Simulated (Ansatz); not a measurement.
Energy needed to pull apart BH2SO (SMILES [BH]SO), doublet, into free ground-state atoms, from the structure below (displaced at random from a GFN2-xTB minimum); no zero-point or spin–orbit terms; open-shell atoms are treated unrestricted, in their ground-state multiplicity.

```json
{"atom": "B1", "x (Å)": "-1.3159", "y (Å)": "-0.1112", "z (Å)": "-0.4421"}
{"atom": "S2", "x (Å)": "-0.0971", "y (Å)": "-0.4102", "z (Å)": "0.6285"}
{"atom": "O3", "x (Å)": "1.2837", "y (Å)": "0.2118", "z (Å)": "0.1126"}
{"atom": "H4", "x (Å)": "-2.1650", "y (Å)": "0.1365", "z (Å)": "-1.2467"}
{"atom": "H5", "x (Å)": "1.8550", "y (Å)": "0.0983", "z (Å)": "0.7536"}
```

Ansatz 0.2.0; basis: def2-TZVPP; cores frozen in the correlated methods; orbitals are unrestricted. B3LYP uses VWN-RPA correlation.

| method | atomization energy (kJ/mol) |
| --- | --- |
| PBE-D4 | 1534 |
| r2SCAN-D4 | 1501 |
| PBE0-D4 | 1477 |
| B3LYP-D4 | 1463 |
| r2SCAN0-D4 | 1451 |
| wB97M-V | 1471 |
| HF | 937 |
| MP2 | ? |
| CCSD | ? |
| CCSD(T) | 1389 |

(1) What does CCSD give? (To be estimated.)

(2) What does MP2 give? (Judge from chemistry; the value comes from the calculation.)

T1 diagnostic: at most 0.023. ⟨S²⟩ of the unrestricted Hartree–Fock references: 0.77 (a pure state has 0.75).

Answers

(1) By the calculation: 1353 kJ/mol, which is about 36 kJ/mol less than CCSD(T)/def2-TZVPP.

(2) By the calculation: 1436 kJ/mol, which is about 48 kJ/mol more than CCSD(T)/def2-TZVPP.

In triple zeta the MP2 and coupled-cluster atomization energies are still short of their basis limit by a few kcal/mol a bond, whereas those of the functionals are nearly converged, so these differences are not deviations from converged CCSD(T).

For scale, one of the runs: CCSD(T)/def2-TZVPP forces, 132 basis functions (an equivalent command: `ansatz run in.yaml --threads 4`). Hardware: 4 CPU threads, shared host. Wall time 80 s; peak host memory 2.7 GiB.
